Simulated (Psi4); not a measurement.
# CH4NSi (SMILES [H]/N=C/[SiH2]) at UCAM-B3LYP/def2-SVPD, part 2 of 2

Psi4 1.11.

## Step 3: The singlet cation: the energy at CAM-B3LYP/def2-SVPD

Input file job.dat:

```
memory 1600 MB

molecule {
  1 1
  N     -1.548860    -0.132150    -0.159430
  C     -0.314040    -0.117140    -0.518110
  Si     0.986230     0.201460     0.727650
  H     -2.206780    -0.315210    -0.914920
  H      0.010790    -0.289530    -1.556520
  H      0.698950     0.439760     2.123830
  H      2.373720     0.212800     0.297500
  symmetry c1
  no_reorient
  no_com
}

set {
  basis def2-SVPD
  puream true
  e_convergence 1e-09
  d_convergence 1e-08
  scf_type pk
  dft_radial_points 99
  dft_spherical_points 590
}

e_tot, wfn = energy("cam-b3lyp", return_wfn=True)
oeprop(wfn, "WIBERG_LOWDIN_INDICES", "DIPOLE", "MAYER_INDICES", title="CAM-B3LYP")
print_variables()
```

Launch:

```console
$ psi4 -i job.dat -o job.out -n 1
```

job.out:

```text
Psi4 1.11 release

   => Loading Basis Set <=

    Name: DEF2-SVPD
    Role: ORBITAL
    Keyword: BASIS

         ---------------------------------------------------------
                                   SCF
                              RKS Reference
                        1 Threads,   1525 MiB Core
         ---------------------------------------------------------

  ==> Geometry <==

    Molecular point group: c1
    Full point group: C1

    Geometry (in Angstrom), charge = 1, multiplicity = 1:

       Center              X                  Y                   Z               Mass
    ------------   -----------------  -----------------  -----------------  -----------------
         N           -1.548860000000    -0.132150000000    -0.159430000000    14.003074004430
         C           -0.314040000000    -0.117140000000    -0.518110000000    12.000000000000
         SI           0.986230000000     0.201460000000     0.727650000000    27.976926534650
         H           -2.206780000000    -0.315210000000    -0.914920000000     1.007825032230
         H            0.010790000000    -0.289530000000    -1.556520000000     1.007825032230
         H            0.698950000000     0.439760000000     2.123830000000     1.007825032230
         H            2.373720000000     0.212800000000     0.297500000000     1.007825032230

  Running in c1 symmetry.

  Rotational constants: A =      1.39263  B =      0.18890  C =      0.16633 [cm^-1]
  Rotational constants: A =  41749.84807  B =   5662.96171  C =   4986.58198 [MHz]
  Nuclear repulsion =   91.149019540174649

  Charge       = 1
  Multiplicity = 1
  Electrons    = 30
  Nalpha       = 15
  Nbeta        = 15

  ==> Algorithm <==

  SCF Algorithm Type is PK.
  DIIS enabled.
  MOM disabled.
  Fractional occupation disabled.
  Guess Type is SAD.
  Energy threshold   = 1.00e-09
  Density threshold  = 1.00e-08
  Integral threshold = 1.00e-12

  ==> Primary Basis <==

  Basis Set: DEF2-SVPD
    Blend: DEF2-SVPD
    Number of shells: 42
    Number of basis functions: 96
    Number of Cartesian functions: 102
    Spherical Harmonics?: true
    Max angular momentum: 2

  ==> DFT Potential <==

   => LibXC <=

    Version 7.1.2

   => Composite Functional: CAM-B3LYP <=

    CAM-B3LYP Hyb-GGA Exchange-Correlation Functional

    Deriv               =              1
    GGA                 =           TRUE
    Meta                =          FALSE

    Exchange Hybrid     =           TRUE
    MP2 Hybrid          =          FALSE

   => Exchange Functionals <=

    0.3500         Becke 88 [omega = 0.3300]
    0.4600   Short-range recipe for B88 functional - erf [omega = 0.3300]

   => Exact (HF) Exchange <=

    0.4600            HF,LR [omega = 0.3300]
    0.1900               HF

   => Correlation Functionals <=

    0.1900   Vosko, Wilk & Nusair (VWN5)
    0.8100   Lee, Yang & Parr

   => LibXC Density Thresholds  <==

    XC_HYB_GGA_XC_CAM_B3LYP:  1.00E-14

   => Molecular Quadrature <=

    Radial Scheme          =       TREUTLER
    Pruning Scheme         =           NONE
    Nuclear Scheme         =       TREUTLER

    Blocking Scheme        =         OCTREE
    BS radius alpha        =              1
    Pruning alpha          =              1
    Radial Points          =             99
    Spherical Points       =            590
    Total Points           =         392797
    Total Blocks           =           2884
    Max Points             =            256
    Max Functions          =             95
    Weights Tolerance      =       1.00E-15

  ==> Integral Setup <==

  Using in-core PK algorithm.
   Calculation information:
      Number of atoms:                   7
      Number of AO shells:              42
      Number of primitives:             72
      Number of atomic orbitals:       102
      Number of basis functions:        96

      Integral cutoff                 1.00e-12
      Number of threads:                 1

  Performing in-core PK
  Using 32524488 doubles for integral storage.
  We computed 398793 shell quartets total.
  Whereas there are 408156 unique shell quartets.

  Computing range-separated integrals for PK
  We computed 398793 wK shell quartets total.
  Whereas there are 408156 wK unique shell quartets.

  ==> DiskJK: Disk-Based J/K Matrices <==

    J tasked:                  Yes
    K tasked:                  Yes
    wK tasked:                 Yes
    Omega:               3.300E-01
    Memory [MiB]:              648
    Schwarz Cutoff:          1E-12

  Cached 50.0% of DFT collocation blocks in 0.475 [GiB].

  Minimum eigenvalue in the overlap matrix is 3.9131640498E-04.
  Reciprocal condition number of the overlap matrix is 5.0443287492E-05.
    Using symmetric orthogonalization.

  ==> Pre-Iterations <==

  SCF Guess: Superposition of Atomic Densities via on-the-fly atomic UHF (no occupation information).

   -------------------------
    Irrep   Nso     Nmo
   -------------------------
     A         96      96
   -------------------------
    Total      96      96
   -------------------------

  ==> Iterations <==

                        Total Energy        Delta E     RMS |[F,P]|

   @RKS iter SAD:  -383.84370264668183   -3.83844e+02   0.00000e+00
   @RKS iter   1:  -384.07787423017089   -2.34172e-01   4.65456e-03 DIIS/ADIIS
   @RKS iter   2:  -384.01816147442742    5.97128e-02   5.92809e-03 DIIS/ADIIS
   @RKS iter   3:  -384.18107763048670   -1.62916e-01   7.49133e-04 DIIS/ADIIS
   @RKS iter   4:  -384.18312135153906   -2.04372e-03   3.75754e-04 DIIS/ADIIS
   @RKS iter   5:  -384.18374268156538   -6.21330e-04   3.18197e-05 DIIS
   @RKS iter   6:  -384.18375074480610   -8.06324e-06   8.36312e-06 DIIS
   @RKS iter   7:  -384.18375135479818   -6.09992e-07   1.60968e-06 DIIS
   @RKS iter   8:  -384.18375138117409   -2.63759e-08   3.67444e-07 DIIS
   @RKS iter   9:  -384.18375138270960   -1.53551e-09   6.49884e-08 DIIS
   @RKS iter  10:  -384.18375138275832   -4.87148e-11   1.44215e-08 DIIS
   @RKS iter  11:  -384.18375138276178   -3.46745e-12   4.73524e-09 DIIS
  Energy and wave function converged.

  ==> Post-Iterations <==

   Electrons on quadrature grid:
      Ntotal   =   29.9999998511 ; deviation = -1.489e-07

    Orbital Energies [Eh]
    ---------------------

    Doubly Occupied:

       1A    -66.500729     2A    -14.640759     3A    -10.531425
       4A     -5.666798     5A     -4.035874     6A     -4.024981
       7A     -4.024748     8A     -1.200135     9A     -0.938341
      10A     -0.826848    11A     -0.797682    12A     -0.687766
      13A     -0.678191    14A     -0.629645    15A     -0.547468

    Virtual:

      16A     -0.318149    17A     -0.181630    18A     -0.153303
      19A     -0.133332    20A     -0.114254    21A     -0.106228
      22A     -0.067922    23A     -0.060836    24A     -0.037840
      25A     -0.000448    26A     -0.000078    27A      0.017817
      28A      0.033171    29A      0.055241    30A      0.062183
      31A      0.097880    32A      0.106283    33A      0.115219
      34A      0.128814    35A      0.131543    36A      0.141946
      37A      0.168286    38A      0.191722    39A      0.199015
      40A      0.227799    41A      0.238264    42A      0.241111
      43A      0.251993    44A      0.266446    45A      0.272402
      46A      0.277130    47A      0.278389    48A      0.297508
      49A      0.366932    50A      0.372177    51A      0.383764
      52A      0.396552    53A      0.449172    54A      0.452402
      55A      0.469461    56A      0.474064    57A      0.540712
      58A      0.548199    59A      0.570594    60A      0.595419
      61A      0.621755    62A      0.623647    63A      0.659433
      64A      0.781710    65A      0.818370    66A      0.851266
      67A      0.865023    68A      0.934629    69A      0.986004
      70A      1.045540    71A      1.049582    72A      1.159683
      73A      1.374614    74A      1.383820    75A      1.431206
      76A      1.496379    77A      1.562978    78A      1.566256
      79A      1.591862    80A      1.681771    81A      1.698817
      82A      1.727974    83A      1.762759    84A      1.835556
      85A      1.909779    86A      1.980380    87A      1.994399
      88A      2.063276    89A      2.118386    90A      2.310663
      91A      2.410225    92A      2.617342    93A      2.660418
      94A      2.821432    95A      3.129737    96A      3.352092

    Final Occupation by Irrep:
              A
    DOCC [    15 ]
    NA   [    15 ]
    NB   [    15 ]

  @RKS Final Energy:  -384.18375138276178

   => Energetics <=

    Nuclear Repulsion Energy =             91.1490195401746490
    One-Electron Energy =                -701.5588545188035141
    Two-Electron Energy =                 251.8647320332620438
    DFT Exchange-Correlation Energy =     -25.6386484373949521
    Empirical Dispersion Energy =           0.0000000000000000
    VV10 Nonlocal Energy =                  0.0000000000000000
    Total Energy =                       -384.1837513827617840

Computation Completed

Properties will be evaluated at   0.000000,   0.000000,   0.000000 [a0]

Properties computed using the SCF density matrix

 Multipole Moments:

 ------------------------------------------------------------------------------------
     Multipole            Electronic (a.u.)      Nuclear  (a.u.)        Total (a.u.)
 ------------------------------------------------------------------------------------

 L = 1.  Multiply by 2.5417464519 to convert [e a0] to [Debye]
 Dipole X            :         -2.4286019            3.6994035            1.2708016
 Dipole Y            :         -2.2038118            2.3439596            0.1401478
 Dipole Z            :        -10.8844895           11.1726656            0.2881761
 Magnitude           :                                                    1.3105814

 ------------------------------------------------------------------------------------

	total time  =         16 seconds =       0.27 minutes

Properties will be evaluated at   0.000000,   0.000000,   0.000000 [a0]

Properties computed using the CAM-B3LYP density matrix

 Multipole Moments:

 ------------------------------------------------------------------------------------
     Multipole            Electronic (a.u.)      Nuclear  (a.u.)        Total (a.u.)
 ------------------------------------------------------------------------------------

 L = 1.  Multiply by 2.5417464519 to convert [e a0] to [Debye]
 Dipole X            :         -2.4286019            3.6994035            1.2708016
 Dipole Y            :         -2.2038118            2.3439596            0.1401478
 Dipole Z            :        -10.8844895           11.1726656            0.2881761
 Magnitude           :                                                    1.3105814

 ------------------------------------------------------------------------------------

  Mayer Bond Indices:

  Irrep: 1 Size: 7 x 7

                 1                   2                   3                   4                   5

    1     0.00000000000000     1.74926658672160     0.11829631275693     0.83224046846973     0.03934201204418
    2     1.74926658672160     0.00000000000000     0.97383859398516     0.06103633915975     1.08168869829127
    3     0.11829631275693     0.97383859398516     0.00000000000000     0.01535282624633    -0.04442105260670
    4     0.83224046846973     0.06103633915975     0.01535282624633     0.00000000000000    -0.02275518428850
    5     0.03934201204418     1.08168869829127    -0.04442105260670    -0.02275518428850     0.00000000000000
    6    -0.00146397797014     0.03238475114254     0.85732742185436    -0.00113352324959     0.00011315422590
    7     0.00751018921504     0.03792153541560     0.86265527682865     0.00290441875278    -0.00273828936040

                 6                   7

    1    -0.00146397797014     0.00751018921504
    2     0.03238475114254     0.03792153541560
    3     0.85732742185436     0.86265527682865
    4    -0.00113352324959     0.00290441875278
    5     0.00011315422590    -0.00273828936040
    6     0.00000000000000     0.00423225916538
    7     0.00423225916538     0.00000000000000

  Atomic Valences:

 #  #
 Irrep: 1
      1:    2.745191591237327
      2:    3.936136504715922
      3:    2.783049379064740
      4:    0.887645345090490
      5:    1.051229338305747
      6:    0.891460085168452
      7:    0.912485390017044

  Wiberg Bond Indices using Orthogonal Lowdin Orbitals:

  Irrep: 1 Size: 7 x 7

                 1                   2                   3                   4                   5

    1     0.00000000000000     2.38535853553603     0.34965302222121     1.13433259576665     0.24248019471059
    2     2.38535853553603     0.00000000000000     1.10686470111126     0.29160329213406     0.94782315541264
    3     0.34965302222121     1.10686470111126     0.00000000000000     0.03416868293018     0.15885057910630
    4     1.13433259576665     0.29160329213406     0.03416868293018     0.00000000000000     0.04051468264276
    5     0.24248019471059     0.94782315541264     0.15885057910630     0.04051468264276     0.00000000000000
    6     0.01622208490328     0.13238181046973     0.96458824629023     0.00143578630531     0.00782653875817
    7     0.02023449214737     0.12787395641969     0.96591720387283     0.00344424369909     0.01123663471377

                 6                   7

    1     0.01622208490328     0.02023449214737
    2     0.13238181046973     0.12787395641969
    3     0.96458824629023     0.96591720387283
    4     0.00143578630531     0.00344424369909
    5     0.00782653875817     0.01123663471377
    6     0.00000000000000     0.11570696897031
    7     0.11570696897031     0.00000000000000

  Atomic Valences:

 #  #
 Irrep: 1
      1:    4.148280925285129
      2:    4.991905451083410
      3:    3.580042435532007
      4:    1.505499283478051
      5:    1.408731785344226
      6:    1.238161435697032
      7:    1.244413499823068

  Variable Map:
  ----------------------------------------------------------------------------
  "CURRENT ENERGY"              =>    -384.183751382762
  "CURRENT REFERENCE ENERGY"    =>    -384.183751382762
  "DD SOLVATION ENERGY"         =>       0.000000000000
  "DFT FUNCTIONAL TOTAL ENERGY" =>    -384.183751382762
  "DFT TOTAL ENERGY"            =>    -384.183751382762
  "DFT VV10 ENERGY"             =>       0.000000000000
  "DFT XC ENERGY"               =>     -25.638648437395
  "GRID ELECTRONS ALPHA"        =>      14.999999925535
  "GRID ELECTRONS BETA"         =>      14.999999925535
  "GRID ELECTRONS TOTAL"        =>      29.999999851070
  "NUCLEAR REPULSION ENERGY"    =>      91.149019540175
  "ONE-ELECTRON ENERGY"         =>    -701.558854518804
  "PCM POLARIZATION ENERGY"     =>       0.000000000000
  "PE ENERGY"                   =>       0.000000000000
  "SCF ITERATION ENERGY"        =>    -384.183751382762
  "SCF ITERATIONS"              =>      11.000000000000
  "SCF TOTAL ENERGY"            =>    -384.183751382762
  "TWO-ELECTRON ENERGY"         =>     251.864732033262
  "XC GRID RADIAL POINTS"       =>      99.000000000000
  "XC GRID SPHERICAL POINTS"    =>     590.000000000000
  "XC GRID TOTAL POINTS"        =>  392797.000000000000

  Array Variable Map:
  ----------------------------------------------------------------------------
  "CAM-B3LYP DIPOLE"            =>       1.270801580732 ... 0.288176111104 1 by 3
  "CURRENT DIPOLE"              =>       1.270801580732 ... 0.288176111104 1 by 3
  "SCF DIPOLE"                  =>       1.270801580732 ... 0.288176111104 1 by 3
  "SCF TOTAL ENERGIES"          =>    -383.843702646682 ... -384.183751382762 1 by 12

    Psi4 run time: 0:00:16.69
```

It took 18 s on 1 thread of Intel Xeon 6975P-C (Granite Rapids), shared host; peak memory 0.96 GiB.

## Step 4: Summary of results

This closing draws on all 2 parts.

Level: UCAM-B3LYP/def2-SVPD.

```
                                          quantity          value
                      doublet CH4NSi: total energy  -384.46599 Eh
                     doublet CH4NSi: dipole moment         1.70 D
doublet CH4NSi: HOMO energy (highest over α and β)       -6.68 eV
 doublet CH4NSi: LUMO energy (lowest over α and β)       -1.42 eV
                              doublet CH4NSi: ⟨S²⟩          0.771
          doublet CH4NSi: largest force on an atom     0.571 eV/Å
                      singlet cation: total energy  -384.18375 Eh
                       singlet cation: HOMO energy      -14.90 eV
                       singlet cation: LUMO energy       -8.66 eV
                     singlet cation: HOMO–LUMO gap        6.24 eV
vertical ionisation energy (to the singlet cation)       7.680 eV
```

The vertical ionisation energy comes to 7.68 eV (177 kcal/mol). The largest force (doublet CH4NSi) is 0.57 eV/Å: the shape isn't a stationary point for this species at this level. Only the singlet of the ionised species was computed; a triplet could lie lower.
